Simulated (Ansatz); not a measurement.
Process, species as SMILES: C#CC + 4 [H][H] (H2) → 3 C (CH4)
B3LYP-D3(BJ)/def2-TZVP geometries, fixed; electronic energies without zero-point terms.
Largest species:
```xyz
7

C     -0.0011    -0.0004     0.2181
C     -0.0068    -0.0029     1.4176
C      0.0060     0.0025    -1.2360
H     -0.0119    -0.0051     2.4795
H      0.0152     1.0232    -1.6237
H      0.8874    -0.5130    -1.6226
H     -0.8790    -0.5002    -1.6311
```
Charge 0, spin multiplicity 1.

Basis-set convergence of the energy of full hydrogenation at MP2 with Ansatz (a quantum-chemistry and plane-wave program). All functions are spherical. Cores are frozen. No added dispersion term, no relativity. Functions are those of the species that has most. Reference: Hartree-Fock in cc-pVQZ plus the correlation part extrapolated as X^-3 from cc-pVTZ and cc-pVQZ, -116.14 kcal/mol, itself unsure by roughly 0.27 kcal/mol (a third of the extrapolation step and of the last Hartree-Fock step). Deviations are taken from unrounded values.

```json
[
 {"basis": "def2-SV(P)", "functions": "50"},
 {"basis": "def2-SVP", "functions": "62"},
 {"basis": "def2-SVPD", "functions": "92"},
 {"basis": "def2-TZVP", "functions": "117"},
 {"basis": "def2-TZVPD", "functions": "147"},
 {"basis": "def2-TZVPP", "functions": "149"},
 {"basis": "def2-TZVPPD", "functions": "179"},
 {"basis": "def2-QZVPP", "functions": "291"},
 {"basis": "def2-QZVPPD", "functions": "321"}
]
```

Problem. Which is the smallest def2 set listed that can be trusted to 1 kcal/mol here, that is, within that of the reference together with its larger relatives (same family, alike in diffuse functions; a set with none to test it counts only in the reference's own line)?

Solution. The smallest set listed that lies within 1 kcal/mol of the reference with all its larger relatives (same family, alike in diffuse functions; a set with none counts only in the reference's own line) is def2-TZVPP (149 functions, -0.58 kcal/mol off). Value minus reference: def2-SV(P) 9.84, def2-SVP -5.36, def2-SVPD -5.66, def2-TZVP 3.45, def2-TZVPD 4.23, def2-TZVPP -0.58, def2-TZVPPD -0.38, def2-QZVPP -0.06, def2-QZVPPD 0.01 kcal/mol.
